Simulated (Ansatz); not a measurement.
# CH₂O₂ (singlet): the correlation ladder, cc-pVDZ

An exercise on one series of results from a longer session: the logs are not shown, and one member is left open.

The runs use Ansatz 0.2.0, Gaussian basis; cc-pVDZ, core rule «outside noble gas», up to 3 orbitals frozen.

The runs, in order: UHF; CCSD(T) on RHF; BCCD(T) on RHF; CISD; CCSDT(Q) on RHF.

27 further runs of the same task are left out: 7 for a known fault of the program, 4 that didn't finish, 16 set aside as unsound or not needed.

## The system

The geometry is an MP2(full)/6-31G* stationary point (not a proven minimum).

5 atoms, charge 0, spin multiplicity 1.

Atoms are counted from 1 here; the program's logs count them from 0.

Bond lengths: O1–C2 1.350 Å, O1–H4 0.980 Å, C2–O3 1.212 Å, C2–H5 1.096 Å. Angles: C2–O1–H4 106.0°, O1–C2–O3 125.1°, O1–C2–H5 109.4°, O3–C2–H5 125.5°.

Set-up of the first run:

in.yaml

```yaml
crystal:
  periodic: [false, false, false]
  atoms:
    - {symbol: O, position_ang: [-1.063089, -0.433995, 0.000000]}
    - {symbol: C, position_ang: [-0.022144, 0.426386, 0.000000]}
    - {symbol: O, position_ang: [1.147228, 0.106178, 0.000000]}
    - {symbol: H, position_ang: [-0.671714, -1.332697, 0.000000]}
    - {symbol: H, position_ang: [-0.399991, 1.455404, 0.000000]}
basis:
  gaussian: {orbitals: cc-pVDZ}
magnetization: {spin_polarized: true, initial_magnetization: 0}
hamiltonian: {xc: hf}
output: {orbitals: {seedname: orbitals}}
```

Run with:

```console
> ansatz run in.yaml --threads 1 --pin off --events-out ev --progress --plain --max-ram 4160MiB --backend cpu
```

Among the steps run: UHF; CCSD(T) on RHF; BCCD(T) on RHF; CISD; CCSDT(Q) on RHF.

One table of the session follows, with a row left open; its other results are not shown here.

It belongs to the step «Misses and costs». 

```
   method  from RCCSDT(Q) (meV)
      RHF              +14461.0
     RMP2                +811.1
     CISD               +1920.3
    RCCSD                +480.4
 RCCSD(T)                     ?
  BCCD(T)                 +55.6
   RCCSDT                 +47.2
RCCSDT(Q)                     0
```

**Question.** Estimate the row for RCCSD(T).

The run gave: from RCCSDT(Q) (meV): +60.0. In the column «from RCCSDT(Q) (meV)» it lies between BCCD(T) (+55.6) and RCCSD (+480.4).

With the free atoms at the same levels and basis (separate runs), the atomisation energy is 19.903 eV at RCCSDT(Q), 19.862 eV at RCCSD(T), 13.881 eV at RHF.
